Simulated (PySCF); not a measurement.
**Identify the compound**

An unknown has the formula C₅H₇N. Its calculated NMR data are:

¹H NMR (400 MHz, computed): δ 7.50 (d, J = 20.0 Hz, 1H), 7.11 (d, J = 20.0 Hz, 1H), 6.35 (dd, J = 18.5, 11.7 Hz, 1H), 5.90 (dd, J = 18.5, 2.2 Hz, 1H), 5.49 (dtd, J = 11.7, 1.9, 1.1 Hz, 1H), 4.47 (d, J = 1.7 Hz, 1H), 4.31 (d, J = 1.1 Hz, 1H).

¹³C{¹H} NMR (computed): δ 167.0 (C), 155.8 (CH2), 142.2 (CH), 125.4 (CH2), 103.2 (CH2).

Non-relativistic Hamiltonian, no solvent model, single conformer. Couplings computed with B3LYP/pcJ-1 (spin–dipole term only in couplings to heteroatoms); NMR shieldings at PBE0/pcSseg-1/GIAO; PBE0-D3(BJ)/def2-SVP geometry; PySCF.

Referencing at the same level of theory: ¹H (σref 31.27), ¹³C (σref 184.41) vs TMS.

Q: Deduce the structure.

A: 
The formula gives 3 degrees of unsaturation (no ring in the answer). 5 carbon signals for 5 carbons: no two carbons are equivalent. Carbon types of the structure: 1 × C, 1 × CH, 3 × CH2, which accounts for all hydrogens. δC 167.0: fully substituted alkene carbon. δC 155.8: C=N carbon. δC 142.2: alkene CH; as expected for a trigonal carbon in a double bond. δC 125.4, 103.2: terminal =CH2 carbon; an sp2 carbon of a C=C bond. δH 7.50, 7.11: hydrogen on a C=N carbon. δH 6.35: hydrogen on an alkene CH; attached to an sp2 carbon and in the plane of the double bond. δH 5.90, 5.49, 4.47, 4.31: hydrogen on a terminal =CH2 carbon; olefinic region. The protons at 7.11 and 7.50 share a coupling of 20.0 Hz (geminal). The protons at 5.90 and 6.35 share a coupling of 18.5 Hz (vicinal, trans across C=C). The protons at 5.49 and 6.35 share a coupling of 11.7 Hz (vicinal, cis across C=C).

Structure: SMILES C=CC(=C)N=C.

The data come from this structure; uniqueness wasn't tested.

Multiplet labels drop couplings under 1 Hz and merge nearly equal ones. Unscaled 3J(H,H) at this level run about 10 % above measured values. Shifts are as computed. Against solution values, carbons near 30 ppm lie about +2 ppm off and those near 130 ppm about +5 ppm. Of 1211 compounds with measured shifts, 218 miss one by over three times the rms of a fit or turn the order of signals round; such compounds aren't used in these exercises.
